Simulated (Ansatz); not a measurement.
in.yaml

```yaml
crystal:
  periodic: [false, false, false]
  atoms:
    - {symbol: P, position_ang: [0.064708, -0.079036, 1.516991]}
    - {symbol: N, position_ang: [-0.100166, 0.085012, -0.101231]}
    - {symbol: Si, position_ang: [-0.023546, 0.000456, -1.690012]}
    - {symbol: H, position_ang: [0.059563, 1.234711, 1.880911]}
basis:
  gaussian: {orbitals: cc-pVDZ}
magnetization: {spin_polarized: true, initial_magnetization: 1}
hamiltonian: {xc: {name: B3LYP}}
```

```sh
$ ansatz run in.yaml --threads 1 --pin off --events-out ev --progress --plain --max-ram 2393MiB
```

Output:

```
556 factors; integrals over basis functions are off by at most 1.2e-3 eV
mean field evaluation 1: about -18663.2400 eV, gradient 4.5e1 eV
mean field evaluation 2: about -18597.5747 eV, gradient 1.0e2 eV
mean field evaluation 4: about -18671.5860 eV, gradient 7.9e0 eV
mean field evaluation 8: about -18672.1420 eV, gradient 3.0e-1 eV
mean field evaluation 16: about -18672.1430 eV, gradient 6.1e-4 eV
mean field -18672.14303944 eV, -686.1886002663 hartree, gradient 6.1e-5 eV, S^2 0.760420; 0 other end points of the search recorded, 0 dependent functions left out
reference -18672.14325495 eV, -686.1886081861 hartree; 19, 18 occupied and 36, 37 virtual orbitals, 556 factors
Total energy: -18672.14325495 eV, -686.1886081861 hartree
```

Ran on 1 thread of Arm Neoverse V1, shared host: 2.5 s wall, 0.12 GiB peak host memory.
